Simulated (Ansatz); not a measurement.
```yaml
crystal:
  periodic: [false, false, false]
  atoms:
    - {symbol: Zr, position_ang: [0.003989, 0.046047, -0.140859]}
    - {symbol: O, position_ang: [-0.023824, 1.846756, 0.393556]}
    - {symbol: F, position_ang: [0.000910, -1.776336, 0.344925]}
basis:
  gaussian: {orbitals: def2-TZVP}
magnetization: {spin_polarized: true, initial_magnetization: 3}
hamiltonian: {xc: pbe0}
relax: {f_tol: 0.004, max_steps: 80}
```

```sh
$ ansatz run in.yaml --threads 1 --pin off --events-out ev --progress --plain --max-ram 2176MiB
```

Steps of the relaxation (energy above the last step; positions in Å, forces in eV/Å):

```
3
step 1, 190.8 meV
Zr    0.004    0.046   -0.141    0.039   -1.161   -1.036
O    -0.024    1.847    0.394   -0.034    1.951    0.703
F     0.001   -1.776    0.345   -0.005   -0.790    0.333
```

```
3
step 2, 61.1 meV
Zr    0.005    0.034   -0.185    0.025   -0.928   -0.618
O    -0.025    1.881    0.418   -0.020    0.970    0.461
F     0.000   -1.799    0.365   -0.005   -0.042    0.158
```

```
3
step 3, 58.0 meV
Zr    0.010    0.006   -0.343   -0.028    0.067    0.919
O    -0.027    1.888    0.501    0.021   -0.961   -0.478
F    -0.002   -1.778    0.439    0.008    0.894   -0.441
```

```
3
step 5, 0.1 meV
Zr    0.009    0.014   -0.314    0.000   -0.016   -0.007
O    -0.027    1.846    0.484    0.000    0.002    0.007
F    -0.002   -1.744    0.427    0.000    0.014    0.001
```

```
3
step 7, 0.0 meV
Zr    0.010    0.014   -0.318    0.000    0.000    0.000
O    -0.027    1.843    0.487    0.000    0.000    0.000
F    -0.002   -1.740    0.429    0.000    0.000    0.000
```

Close pairs at the end: Zr1–F3 1.907 Å, Zr1–O2 1.999 Å.

A stationary point of unrestricted PBE0 after 7 steps, with ⟨S²⟩ = 3.753 against 3.75 for a pure state; no frequencies were run, so it isn't proven a minimum. 4.1 min on 1 thread of Arm Neoverse N1, shared host.
